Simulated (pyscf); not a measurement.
# Four-centre exchange: SnH₂ [singlet] + water (H₂O) → HO–SnH: [singlet] + hydrogen (H₂)

Gas phase, singlet surface, charge 0. Bonds broken: Sn1–H2, O4–H5. Bonds formed: Sn1–O4, H2–H5. Optimised with ωB97X-D3(BJ)/def2-SVP in PySCF.

Transition state (Å):

```xyz
6

Sn     0.2154     1.6503     0.0935
H      0.8197     0.3058    -1.4071
H      1.5452     0.9972     1.0800
O     -0.7782    -0.2944     0.0808
H      0.1689    -0.1820    -0.8957
H     -0.4445    -0.8986     0.7572
```

One imaginary mode, 1244i cm⁻¹; descent along it reached the two sides named, in the forms told below.

```csv
bond,change,reactant side (Å),saddle,product side
Sn1–H2,breaks,1.785,2.104,3.0
O4–H5,breaks,0.968,1.365,2.7
Sn1–O4,forms,2.450,2.184,2.001
H2–H5,forms,2.539,0.961,0.762
```

Electronic energies relative to the separated reactants (kcal/mol):

```csv
level,barrier,reaction energy,reverse barrier
ωB97X-D3(BJ)/def2-TZVP,5.6,-15.0,20.7
PBE/def2-TZVP,0.5,-16.0,16.6
r²SCAN/def2-TZVP,1.1,-16.6,17.7
B3LYP-D3(BJ)/def2-TZVP,4.8,-15.5,20.3
PBE0-D3(BJ)/def2-TZVP,4.4,-12.9,17.4
M06-2X/def2-TZVP,4.7,-17.3,22.0
ωB97M-D3(BJ)/def2-TZVP,7.6,-13.2,20.7
HF/def2-TZVP,23.7,-8.0,31.7
```

With ωB97M-D3(BJ)/def2-TZVP energies and thermal terms (ideal gas, 1 atm, RRHO with modes under 100 cm⁻¹ raised to 100, one conformer, R ln 2 for chiral ones without a mode under 150 cm⁻¹), in kcal/mol:

```csv
T (K),ΔH‡,ΔG‡,ΔH,ΔG
298,6.4,16.1,-14.9,-13.4
600,6.3,26.0,-14.1,-12.1
900,6.9,35.7,-13.3,-11.3
1200,7.7,45.1,-12.6,-10.8
```

On the reactant side the descent ends in an adduct with a O–Sn contact, 15.9 kcal/mol under the separated species and 21.5 kcal/mol under the saddle at ωB97X-D3(BJ)/def2-TZVP. What is counted as formed (O–Sn) is already present as a longer contact in the reactant adduct; forming that adduct is a step of its own. At the saddle there is also a short H–Sn contact that neither side keeps. One saddle was located; it need not be the lowest between these sides. Elements past Kr carry the def2 core potentials, without spin-orbit coupling.
